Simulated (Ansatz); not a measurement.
I need a relaxed scan of one distance of CH3Li, SMILES [Li][CH3]. Use the Python package of Ansatz (0.2.0). Use (for the species named): PBE0, def2-SVP basis, multiplicity 1.

```xyz
5

Li    1.4507    0.8744   -0.7826
C    -0.1539   -0.1026    0.0757
H    -0.0965   -1.1782   -0.1760
H    -0.0393    0.0507    1.1729
H    -1.1111    0.2821   -0.3314
```

`ch3li.py`
```python
import ansatz as az
from ase import Atoms
import numpy as np


def main() -> None:
    atoms = Atoms(["Li", "C", "H", "H", "H"], positions=[
        (1.4507, 0.8744, -0.7826),
        (-0.1539, -0.1026, 0.0757),
        (-0.0965, -1.1782, -0.176),
        (-0.0393, 0.0507, 1.1729),
        (-1.1111, 0.2821, -0.3314),
    ])
    ch3li = az.Crystal.molecule_from_ase(atoms)

    model = ch3li.calculation()
    model = model.basis(gaussian="def2-SVP")
    model = model.functional("PBE0")
    symbols = [site.symbol for site in ch3li.cartesian_sites]
    pairs = [(0, 1), (1, 2), (1, 3), (1, 4)]
    print("held (A)   E (eV)        ", "  ".join(f"{symbols[i]}{i}-{symbols[j]}{j}" for i, j in pairs))
    for length in [1.02, 1.11, 1.19, 1.33, 1.49]:
        summary = model.relax(constraints=[az.DistanceConstraint((1, 2), at=length)], force_tolerance=0.02, max_steps=60).run(threads=1).report
        xyz = np.array(summary["positions_ang"])
        print(f"{length:6.2f} {summary['free_energy_ev']:14.5f}  ", "  ".join(f"{np.linalg.norm(xyz[i] - xyz[j]):.3f}" for i, j in pairs))


if __name__ == "__main__":
    main()
```

```console
$ python ch3li.py
held (A)   E (eV)         Li0-C1  C1-H2  C1-H3  C1-H4
DeckWarning: relax.constraints: the input's atoms, or those drawn, lie off the distances that are held; a relaxation that starts there is brought onto them ahead of its first SCF, by positions alone, [...]
  1.02    -1286.53259   1.977  1.020  1.109  1.109
  1.11    -1286.68020   1.972  1.110  1.109  1.109
  1.19    -1286.59309   1.967  1.190  1.109  1.109
  1.33    -1286.18432   1.953  1.330  1.108  1.108
  1.49    -1285.57866   1.926  1.490  1.107  1.107
```
(Warnings from the package without file and line, shortened, repeats left out.)

Notes:
- These settings explore the input space; basis and method may be short of convergence.
- The energies are electronic: no zero-point or thermal terms, and the basis set is short of its limit.
- Wall time of the script: 25 s on 1 thread of Arm Neoverse V1 (shared host), peak memory 0.18 GiB.
